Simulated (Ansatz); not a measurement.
## C2H2, singlet: CASSCF and its corrections

Program: Ansatz, Gaussian basis, development build. Basis aug-cc-pVTZ, nonrelativistic, no frozen core. State-specific CASSCF; RHF is the lowest restricted (open-shell) Hartree–Fock solution met. No symmetry is imposed, so a solution can break that of the shape. Lower solutions, or ones in other orbitals, may exist.

Geometry:

```xyz
4

C     0.0000    0.0000    0.6013
C     0.0000    0.0000   -0.6013
H     0.0000    0.0000    1.6644
H     0.0000    0.0000   -1.6644
```

**Question.** What do CASSCF and its corrections give against RHF in CAS(4,4), and what are the occupations?

**Answer.** CASSCF -1.854 eV, SC-NEVPT2 -9.346 eV; occupations 1.94, 1.94, 0.06, 0.06.

**Question.** Roughly how much CPU time does a whole run from the default start take (median of such runs, summed over threads; nearly all runs on one pinned thread of a shared server, mostly Xeon at 2.3 to 2.6 GHz, by a development driver)?

**Answer.** CAS(4,4): about 3 s. Other jobs ran beside these, and the count of passes differs.
